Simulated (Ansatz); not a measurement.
in.yaml

```yaml
crystal:
  periodic: [false, false, false]
  atoms:
    - {symbol: Ru, position_ang: [-0.015433, -0.105037, 1.418768]}
    - {symbol: N, position_ang: [-0.016266, -0.211582, -0.228793]}
    - {symbol: H, position_ang: [0.031698, 0.316619, -1.189976]}
basis:
  gaussian: {orbitals: def2-SVP}
magnetization: {spin_polarized: false}
correlation: {method: ccsdt_q, electrons: outside_noble_gas}
```

```sh
$ ansatz run in.yaml --threads 1 --pin off --events-out ev --progress --plain --max-ram 2393MiB
```

Log:

```
913 factors; integrals over basis functions are off by at most 1.6e-7 eV
mean field evaluation 1: about -4048.4928 eV, gradient 3.3e1 eV
mean field evaluation 2: about -4048.5071 eV, gradient 3.3e1 eV
mean field evaluation 4: about -4051.2834 eV, gradient 5.0e0 eV
mean field evaluation 8: about -4051.6657 eV, gradient 1.0e0 eV
mean field evaluation 16: about -4051.8159 eV, gradient 9.6e-2 eV
mean field evaluation 32: about -4051.7500 eV, gradient 6.0e-1 eV
mean field evaluation 64: about -4050.3380 eV, gradient 2.9e0 eV
mean field evaluation 96: about -4050.5993 eV, gradient 1.2e1 eV
mean field evaluation 128: about -4050.3663 eV, gradient 1.1e-1 eV
mean field evaluation 160: about -4036.6789 eV, gradient 2.7e1 eV
...
cycle  30  -12.05918103 eV  change   -4.8e-5 eV  update   2.2e-5
cycle  31  -12.05920590 eV  change   -2.5e-5 eV  update   1.6e-5
cycle  32  -12.05920677 eV  change   -8.7e-7 eV  update   1.1e-5
cycle  33  -12.05920793 eV  change   -1.2e-6 eV  update   8.1e-6
cycle  34  -12.05921063 eV  change   -2.7e-6 eV  update   5.7e-6
cycle  35  -12.05920451 eV  change    6.1e-6 eV  update   4.7e-6
cycle  36  -12.05920113 eV  change    3.4e-6 eV  update   3.4e-6
cycle  37  -12.05919988 eV  change    1.3e-6 eV  update   2.6e-6
cycle  38  -12.05920036 eV  change   -4.8e-7 eV  update   1.9e-6
cycle  39  -12.05920001 eV  change    3.5e-7 eV  update   1.6e-6
perturbative correction -0.12883029 eV, -0.0047344259 hartree
Total energy: -4064.00394448 eV, -149.3493902788 hartree
```

Ran on 1 thread of AMD EPYC, shared host: 87 s wall, 0.34 GiB peak host memory.
